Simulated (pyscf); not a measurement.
Structures and frequencies: ωB97X-D3(BJ)/def2-SVP in PySCF.

Task: H₃Si–PH–GaH–PH₂ (SMILES [SiH3][PH][GaH][PH2]) + H₂ (SMILES [H][H]) -> H₂P–GaH–PH₂ (SMILES [PH2][GaH][PH2]) + SiH₄ (SMILES [SiH4])
Surface: singlet. Broken: P–Si, H–H. Formed: H–P, H–Si. Give ΔE‡ and ΔE from ωB97M-D3(BJ)/def2-TZVP, relative to the separated reactants.

Result: ΔE‡ = 65.1 kcal/mol, ΔE = +1.3 kcal/mol. Zero-point energy shifts the barrier by +1.7 kcal/mol. It is a four-centre exchange, with an imaginary mode of 1489i cm⁻¹. At the saddle there is also a short H–Si contact that neither side keeps. One saddle was located; it need not be the lowest between these sides. Elements up to Kr have no core potential and no relativistic terms here.
